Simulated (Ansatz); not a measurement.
# Cl₂Si, SMILES Cl[Si]Cl: an active-space calculation

With the Ansatz DFT code, driven from Python.

Run as a notebook:

In [1]:
```python
import warnings

import ansatz as az
```

In [2]:
```python
GEOMETRY = """
Cl    0.21015    1.75807    0.30937
Si   -0.62053   -0.00844   -0.34006
Cl    0.41038   -1.74963    0.03069
"""

warnings.simplefilter("ignore", az.DeckWarning)

cl2si = az.Crystal.molecule()
for line in GEOMETRY.strip().splitlines():
    symbol, *xyz = line.split()
    cl2si = cl2si.atom(symbol, [float(v) for v in xyz])
```

In [3]:
```python
job = (
    cl2si.calculation()
    .basis(gaussian="cc-pVDZ")
    .correlation(active_electrons=4, active_orbitals=5)
)
for method in [None, "sc_nevpt2"]:
    r = (job if method is None else job.correlation(method)).run(threads=1, backend="cpu").report
    space = r["configurations"]
    state = space["states"][0]
    print(method or "casscf", f"total {r['free_energy_ev'] / 27.211386246:.6f} Ha, active-space state {state['energy']['hartree']:.6f} Ha, mean field {r['reference_energy_ev'] / 27.211386246:.6f} Ha")
    print("  determinants", state["n_determinants"], " natural occupations", [round(n, 3) for n in space["natural_occupations"]])
```
```text
casscf total -1208.033158 Ha, active-space state -1208.033158 Ha, mean field -1207.995618 Ha
  determinants 100  natural occupations [1.987, 1.905, 0.076, 0.021, 0.011]
sc_nevpt2 total -1208.342227 Ha, active-space state -1208.033115 Ha, mean field -1207.995618 Ha
  determinants 52  natural occupations [1.987, 1.905, 0.076, 0.021, 0.011]
```

Total energies depend on the basis set; only differences at equal settings carry meaning. The geometry is a force-field or estimated start, not a minimum of this method, and the basis set is short of its limit. The active space starts as a window about the frontier orbitals and is then optimised, not chosen by chemistry. Hardware and time: 12 s on 1 thread of Arm Neoverse V2 (shared host), peak memory 0.19 GiB.
